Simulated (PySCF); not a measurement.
Species: cyanoacetylene, C₃HN.
Bonds: C1–C2 (triple), C2–C3, C3–N4 (triple). Hydrogens: H5 on C1.

The computed photoelectron lines, unassigned: C 1s: 292.13 (area 1), 292.72 (area 1), 293.34 (area 1) eV; N 1s: 405.70 eV.

Computed with PySCF, delta-SCF UKS SCAN, pcX-2 on the ionised atom, pcseg-1 elsewhere, spin-free X2C. Isolated species at its PBE0-D3(BJ)/def2-SVP geometry, gas phase.

Question: Which carbon gives which C 1s line?

Answer: 292.13 eV: C1 (terminal alkyne carbon); 292.72 eV: C2 (alkyne carbon); 293.34 eV: C3 (nitrile carbon). Lowest listed C 1s: C1, bonded to C (triple bond) and H. Highest, 1.21 eV above it: C3, bonded to N (triple bond) and C. Summing the Pauling electronegativity differences to the bonded atoms, each weighted by its formal bond order, gives -0.35 for the lowest site and +1.47 for the highest; no listed site has a larger sum than the highest.

Bonded neighbours of each site: C1: C (triple bond) and H; C2: C (triple bond) and C; C3: N (triple bond) and C; N4: C (triple bond).

Question: Which effective nuclear charge Zeff reproduces each element's mean 1s value in the hydrogen-like formula E = 13.606 eV × Zeff²?

Answer: C (Z = 6): mean 292.7 eV, Zeff = 4.64, Z − Zeff = 1.36; N (Z = 7): mean 405.7 eV, Zeff = 5.46, Z − Zeff = 1.54. Means run over the listed sites, weighted by atom count.

Spin contamination (⟨S²⟩ against 0.75 for a pure doublet) is marked for C 1s of C1 (0.91), C 1s of C2 (0.90), C 1s of C3 (0.94) and N 1s of N4 (0.88), which makes these values less certain.
